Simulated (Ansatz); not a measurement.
Si2, SMILES `[Si]=[Si]` (lower triplet) (charge 0, multiplicity 3). The linear singlet lies higher and needs more than one determinant, so no gap is given.

All values below come from Ansatz (a quantum-chemistry and plane-wave program) with frozen-core CCSDTQ/cc-pVDZ // B3LYP-D3(BJ)/def2-TZVP.

Ansatz 0.2 input:
```yaml
crystal:
  periodic: [false, false, false]
  atoms:
    - { symbol: Si, position_ang: [1.134241, -0.000006, -0.000004] }
    - { symbol: Si, position_ang: [-1.134241, 0.000006, 0.000004] }
basis:
  gaussian: { orbitals: cc-pVDZ }
correlation:
  method: ccsdtq
magnetization:
  spin_polarized: true
  initial_magnetization: 2
```

Output:

```
Functional definition: HF
663 factors; integrals over basis functions are off by at most 1.2e-7 eV
mean field evaluation 1: about -15720.5052 eV, gradient 4.3e0 eV
mean field evaluation 2: about -15720.6509 eV, gradient 4.4e0 eV
mean field evaluation 4: about -15721.0005 eV, gradient 3.6e-1 eV
mean field evaluation 8: about -15721.0057 eV, gradient 1.0e-4 eV
mean field evaluation 16: about -15721.0057 eV, gradient 2.3e-4 eV
mean field evaluation 32: about -15721.0022 eV, gradient 3.9e-1 eV
mean field evaluation 64: about -15721.0072 eV, gradient 2.8e-2 eV
mean field evaluation 96: about -15721.0057 eV, gradient 3.4e-3 eV
mean field evaluation 128: about -15721.5178 eV, gradient 6.4e-1 eV
mean field evaluation 160: about -15721.0057 eV, gradient 2.0e-6 eV
mean field evaluation 192: about -15720.1737 eV, gradient 5.1e-4 eV
mean field evaluation 224: about -15718.6358 eV, gradient 1.4e-2 eV
mean field evaluation 256: about -15720.6428 eV, gradient 4.4e0 eV
mean field evaluation 288: about -15720.9299 eV, gradient 1.8e0 eV
mean field evaluation 320: about -15720.1590 eV, gradient 2.7e-4 eV
mean field evaluation 352: about -15719.3991 eV, gradient 2.2e0 eV
mean field evaluation 384: about -15718.6358 eV, gradient 3.7e-4 eV
mean field evaluation 416: about -15718.1820 eV, gradient 7.2e-2 eV
mean field evaluation 448: about -15718.0762 eV, gradient 1.1e-1 eV
mean field evaluation 480: about -15717.7820 eV, gradient 1.9e0 eV
mean field evaluation 512: about -15717.7115 eV, gradient 1.1e-2 eV
mean field evaluation 544: about -15717.1178 eV, gradient 8.5e0 eV
mean field evaluation 576: about -15720.1139 eV, gradient 1.3e-1 eV
mean field evaluation 608: about -15720.1737 eV, gradient 1.2e-4 eV
mean field evaluation 640: about -15718.4995 eV, gradient 2.2e0 eV
mean field evaluation 672: about -15718.0514 eV, gradient 1.2e-2 eV
mean field evaluation 704: about -15717.8332 eV, gradient 1.1e0 eV
mean field evaluation 736: about -15718.3971 eV, gradient 8.7e-2 eV
mean field evaluation 768: about -15718.0737 eV, gradient 3.4e-1 eV
mean field -15721.63959896 eV, -577.7595987516 hartree, gradient 1.0e-6 eV, S^2 2.014901; 20 other end points of the search recorded, 0 dependent functions left out
determinant -15721.63959896 eV, -577.7595987516 hartree, with singles and doubles -15726.00118979 eV, -577.9198842583 hartree
determinant -15721.27454967 eV, -577.7461834379 hartree, with singles and doubles -15725.77224134 eV, -577.9114705581 hartree
determinant -15721.00570935 eV, -577.7363037381 hartree, with singles and doubles -15725.82323845 eV, -577.9133446671 hartree
determinant -15720.17366985 eV, -577.7057268506 hartree, with singles and doubles -15723.91789288 eV, -577.8433245091 hartree
determinant -15720.15902923 eV, -577.7051888176 hartree, with singles and doubles -15724.02903815 eV, -577.8474090223 hartree
determinant -15719.51441557 eV, -577.6814997028 hartree, with singles and doubles -15723.53806897 eV, -577.8293662378 hartree
determinant -15718.63583367 eV, -577.6492124132 hartree, with singles and doubles -15722.95224683 eV, -577.8078376711 hartree
determinant -15718.39769481 eV, -577.6404609716 hartree, with singles and doubles -15723.24925603 eV, -577.8187525579 hartree
determinant -15718.18216056 eV, -577.6325402339 hartree, with singles and doubles -15722.95992114 eV, -577.8081196970 hartree
determinant -15721.63959896 eV, -577.7595987516 hartree, with singles and doubles -15726.00108852 eV, -577.9198805365 hartree
determinant -15721.27454967 eV, -577.7461834379 hartree, with singles and doubles -15725.79085373 eV, -577.9121545507 hartree
determinant -15721.00570935 eV, -577.7363037381 hartree, with singles and doubles -15725.82308495 eV, -577.9133390263 hartree
10 core orbitals not correlated
reference -15721.63959896 eV, -577.7595987516 hartree; 5, 3 occupied and 21, 23 virtual orbitals, 663 factors
second order -3.47686338 eV of doubles, -0.00000000 eV of singles
cycle   1  -4.08129307 eV  change   -6.0e-1 eV  update   9.1e-2
cycle   2  -4.54161024 eV  change   -4.6e-1 eV  update   4.5e-2
cycle   3  -4.60254192 eV  change   -6.1e-2 eV  update   1.9e-2
cycle   4  -4.61457554 eV  change   -1.2e-2 eV  update   8.1e-3
cycle   5  -4.62398643 eV  change   -9.4e-3 eV  update   3.3e-3
cycle   6  -4.62453593 eV  change   -5.5e-4 eV  update   1.8e-3
cycle   7  -4.62280868 eV  change    1.7e-3 eV  update   6.6e-4
cycle   8  -4.62322650 eV  change   -4.2e-4 eV  update   3.5e-4
cycle   9  -4.62364272 eV  change   -4.2e-4 eV  update   1.4e-4
cycle  10  -4.62356598 eV  change    7.7e-5 eV  update   7.7e-5
cycle  11  -4.62359200 eV  change   -2.6e-5 eV  update   4.5e-5
cycle  12  -4.62357312 eV  change    1.9e-5 eV  update   2.4e-5
cycle  13  -4.62358501 eV  change   -1.2e-5 eV  update   1.4e-5
cycle  14  -4.62358976 eV  change   -4.8e-6 eV  update   6.2e-6
cycle  15  -4.62359222 eV  change   -2.5e-6 eV  update   3.3e-6
cycle  16  -4.62359073 eV  change    1.5e-6 eV  update   1.9e-6
cycle  17  -4.62359021 eV  change    5.3e-7 eV  update   9.8e-7
Total energy: -15726.26318916 eV, -577.9295125577 hartree
```
